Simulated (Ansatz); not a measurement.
Input file:

```yaml
crystal:
  periodic: [false, false, false]
  atoms:
    - {symbol: Al, position_ang: [0.000000, 0.000000, 0.000000]}
    - {symbol: Al, position_ang: [0.000000, 0.000000, 2.478843]}
basis:
  gaussian: {orbitals: cc-pVTZ}
magnetization: {spin_polarized: false, initial_magnetization: 2}
correlation: {method: sc_nevpt2, electrons: outside_noble_gas, active_space: {window: {electrons: 4, orbitals: 4}}}
```

```sh
$ ansatz run in.yaml --threads 1 --pin off --events-out ev --progress --plain --max-ram 4096MiB --backend cpu
```

The program prints:

```
442 factors; integrals over basis functions are off by at most 9.7e-4 eV
mean field evaluation 1: about -13163.7773 eV, gradient 2.8e0 eV
mean field evaluation 2: about -13163.8503 eV, gradient 3.1e0 eV
mean field evaluation 4: about -13164.0186 eV, gradient 4.0e-1 eV
mean field evaluation 8: about -13164.0250 eV, gradient 2.9e-4 eV
mean field evaluation 16: about -13164.0429 eV, gradient 2.8e-1 eV
mean field evaluation 32: about -13164.1603 eV, gradient 3.8e-6 eV
mean field evaluation 64: about -13163.8896 eV, gradient 3.5e0 eV
mean field evaluation 96: about -13164.1241 eV, gradient 3.3e-1 eV
mean field evaluation 128: about -13164.1483 eV, gradient 2.1e-1 eV
mean field -13164.16034638 eV, -483.7739697409 hartree, gradient 5.6e-7 eV, S^2 2.000000; 11 other end points of the search recorded, 0 dependent functions left out
reference -13164.16034638 eV, -483.7739697409 hartree; 14, 12 occupied and 54, 56 virtual orbitals, 442 factors
state -13164.58152110 eV, -483.7894476266 hartree
state -13164.58152110 eV, -483.7894476266 hartree; corrected -13166.88834250 eV, -483.8742217495 hartree
state -13164.51053206 eV, -483.7868388275 hartree
state -13164.51053206 eV, -483.7868388275 hartree; corrected -13167.08589117 eV, -483.8814815291 hartree
state -13164.51053206 eV, -483.7868388275 hartree; corrected -13167.08589117 eV, -483.8814815291 hartree
the orbitals are reached from a further start. From the first start the search ends at -13164.58151169 eV, -483.7894472807 hartree
WARN: the results are in doubt because another end's mean lies 0.071 eV lower, and its corrected mean 0.198 eV higher
Total energy: -13167.08589117 eV, -483.8814815291 hartree
In doubt: another end's mean lies 0.071 eV lower, and its corrected mean 0.198 eV higher
```

Natural occupations: 1.8790 1.0000 1.0000 0.1210.

Ran on 1 thread of AMD EPYC 7R13, shared host: 4.8 s wall, 0.17 GiB peak host memory.
